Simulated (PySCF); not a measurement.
Compound: C₃H₄FN₂ (charge +1).
Structure used (PBE0-D3(BJ)/def2-SVP), in Å, numbered top down from 1:
```
atom  x, y, z in Å
F1     2.297   -0.543   -0.407
C2     1.072   -0.253   -0.189
N3     0.070   -1.120   -0.164
C4    -1.105   -0.434    0.099
C5    -0.772    0.877    0.230
N6     0.599    0.962    0.046
H7     0.168   -2.123   -0.316
H8    -2.067   -0.935    0.168
H9    -1.384    1.751    0.437
H10    1.167    1.807    0.083
```

The calculation used MP2 and CCSD/aug-cc-pVDZ in PySCF, restricted Hartree–Fock reference, 6 core orbitals frozen, non-relativistic, gas phase, PBE0-D3(BJ)/def2-SVP geometry.

E(HF) = -324.07317 Eh.

How large is the problem?

174 basis functions and 44 electrons; 6 orbitals frozen, which leaves o = 16 correlated occupied and v = 152 virtual orbitals. That is o·v = 2432 singles and o·v(o·v + 1)/2 = 2958528 distinct closed-shell doubles amplitudes before symmetry; the costliest CCSD step grows as o²v⁴ = 1.4 × 10^11.

What are the MP2 and CCSD correlation energies?

MP2 -0.9287 Eh and CCSD -0.9532 Eh, which gives totals of -325.00183 and -325.02633 Eh. That is 0.811 eV for each correlated electron at CCSD (2503 kJ/mol in all, 0.293 % of the total energy); MP2 gives 97.4 % of the CCSD value.

What is the T1 diagnostic?

0.0130, below the customary warning level of 0.02. It is the norm of the spatial-orbital singles amplitudes over the root of the number of correlated electrons, so the norm is 0.074.

Connected triples and the basis-set limit are missing.

The job also held the EOM ionisation roots. The run took 4.8 min wall on one thread, Intel Xeon Platinum 8375C at 2.90 GHz (x86_64), no GPU (shared host), and the process peaked at 3.1 GiB of memory.
